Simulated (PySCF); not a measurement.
Compound: tert-butylazomethine, C₅H₁₁N.
Structure used (PBE0-D3(BJ)/def2-SVP), in Å, numbered top down from 1:
```
atom  x, y, z in Å
C1     2.1098   -0.3183   -0.6332
N2     1.3334    0.4032    0.0502
C3    -0.1019    0.1406    0.1243
C4    -0.7846    1.4120   -0.3881
C5    -0.5960   -1.0702   -0.6668
C6    -0.4141   -0.0473    1.6120
H7     3.1829   -0.0743   -0.6484
H8     1.7991   -1.1942   -1.2328
H9    -0.4128    2.2889    0.1608
H10   -1.8756    1.3473   -0.2581
H11   -0.5706    1.5635   -1.4574
H12   -0.3864   -0.9691   -1.7435
H13   -0.1366   -2.0060   -0.3112
H14   -1.6852   -1.1706   -0.5514
H15   -1.4980   -0.1530    1.7723
H16   -0.0518    0.8165    2.1875
H17    0.0837   -0.9487    2.0013
```

Linear response at CAM-B3LYP/def2-SVPD (PySCF, frozen core in the response, non-relativistic). Geometry: PBE0-D3(BJ)/def2-SVP; no solvent, vibrations or thermal averaging.

Static isotropic polarisability: 70.45 au (10.44 Å³), principal values 63.3, 66.7, 81.4 au.

Question: What is the polarisability at 1064 nm and at the sodium D line?

Answer: 70.97 au at 1064 nm (+0.7 %), 72.20 au at 589.3 nm (+2.5 %). The rise at 589.3 nm is 3.35 times that at 1064 nm; a pure ω² law gives 3.26. The lowest singlet lies at 255 nm, shorter than both wavelengths.

Question: What is the isotropic C6 coefficient between two such molecules, C6 = (3/π)∫α(iω)² dω?

Answer: 2145 au (Eh·bohr⁶) by a ten-point quadrature over imaginary frequencies, which is 1280 eV·Å⁶ or 124 J·nm⁶/mol.

Question: Which effective excitation energy ω̄ makes London's formula C6 = (3/4)α²ω̄ exact here?

Answer: ω̄ = 4·C6/(3α²) = 0.576 Eh = 15.7 eV. A one-pole form α(ω) = α/(1 − ω²/ω̄²) fitted to the 1064 nm value gives 13.6 eV.

Question: What does −C6/R⁶ come to at R = 12 Å between centres?

Answer: -41 J/mol. This is the leading, orientation-averaged term; C8 and higher terms are left out.

Question: What three-body coefficient follows from the one-pole estimate C9 = (3/4)·α·C6?

Answer: 113000 au. This is an estimate from the two numbers above, not a computed integral.

Question: The lowest 6 singlets have (eV, f): 4.86, 0.002; 7.12, 0.006; 7.86, 0.199; 7.95, 0.143; 8.17, 0.036; 8.22, 0.008. What share of the static polarisability do they carry in the sum over states α = Σ f/ω²?

Answer: 4.69 au, 6.7 % of α; the largest term, 2.38 au, is that of the state at 7.86 eV. Their oscillator strengths add up to 0.39. Higher states carry the rest.

Question: What n − 1 at the D line would an ideal gas of it have at 273.15 K and 1 atm (2.6868 × 10¹⁹ cm⁻³), by n − 1 = 2π·N·α′?

Answer: 18.06 × 10⁻⁴, a formal value whether or not that pressure can be reached.
